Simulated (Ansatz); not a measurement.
Basis sets compared for AlH2(CN) (CH₂AlN). The state is a singlet with charge 0. Geometry r2SCAN-D4/def2-TZVP. Ansatz on 4 threads of Arm Neoverse V1 on a shared host; times are rough, and most runs start from earlier orbitals.

```xyz
5

Al    0.285   -0.068   -0.658
H     1.052   -1.405   -0.967
H     0.083    1.130   -1.655
C    -0.481    0.118    1.110
N    -0.938    0.225    2.169
```

Binding counts from free atoms (Al doublet, H doublet, C triplet, N quartet) in the same basis, without a counterpoise term.

| level | functions | energy (Eh) | HOMO (eV) | LUMO (eV) | binding per atom (eV) | wall time |
| --- | --- | --- | --- | --- | --- | --- |
| PBE-D4/def2-SVP | 56 | -336.0588 | -7.84 | -3.28 | 3.82 | 0.3 s |
| PBE0-D4/def2-SVP | 56 | -336.0845 | -9.17 | -2.51 | 3.70 | 0.35 s |

**Question.** Estimate the rows for PBE-D4/def2-TZVP, PBE0-D4/def2-TZVP (with forces).

**Answer.** 
```json
{"level": "PBE-D4/def2-TZVP", "functions": "111", "energy (Eh)": "-336.2542", "HOMO (eV)": "-7.94", "LUMO (eV)": "-3.36", "binding per atom (eV)": "3.81", "wall time": "0.55 s"}
{"level": "PBE0-D4/def2-TZVP (with forces)", "functions": "111", "energy (Eh)": "-336.2774", "HOMO (eV)": "-9.24", "LUMO (eV)": "-2.56", "binding per atom (eV)": "3.69", "wall time": "0.9 s"}
```
